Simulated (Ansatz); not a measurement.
Job for Ansatz (a program for electronic structure): R-wB97X-V/def2-TZVPPD on C2H4 (SMILES C=C) with ghost functions. Files ending in .json are basis or fitting sets from the Basis Set Exchange.

Ansatz 0.2 input:
```yaml
crystal:
  periodic: [false, false, false]
  atoms:
    - {symbol: H, position_ang: [-0.92396100, 1.23195600, -1.75000000]}
    - {symbol: H, position_ang: [0.92396100, 1.23195600, -1.75000000]}
    - {symbol: H, position_ang: [0.92396100, -1.23195600, -1.75000000]}
    - {symbol: H, position_ang: [-0.92396100, -1.23195600, -1.75000000]}
    - {symbol: C, position_ang: [0.00000000, 0.66717600, -1.75000000]}
    - {symbol: C, position_ang: [-0.00000000, -0.66717600, -1.75000000]}
basis:
  gaussian:
    orbitals: def2-TZVPPD.json
    ghost_atoms:
      - {symbol: H, position_ang: [-0.92396100, 1.23195600, 1.75000000]}
      - {symbol: H, position_ang: [0.92396100, 1.23195600, 1.75000000]}
      - {symbol: H, position_ang: [0.92396100, -1.23195600, 1.75000000]}
      - {symbol: H, position_ang: [-0.92396100, -1.23195600, 1.75000000]}
      - {symbol: C, position_ang: [0.00000000, 0.66717600, 1.75000000]}
      - {symbol: C, position_ang: [-0.00000000, -0.66717600, 1.75000000]}
hamiltonian:
  xc: {name: wB97X-V}
scf: {lower_state_search: off}
```

**Question.** Give the final energy of this run.

**Answer.** -78.5901 hartree.

**Question.** How many basis functions does it have, and what does it roughly cost on one machine?

**Answer.** 284 functions; around 6 core-seconds (rough).
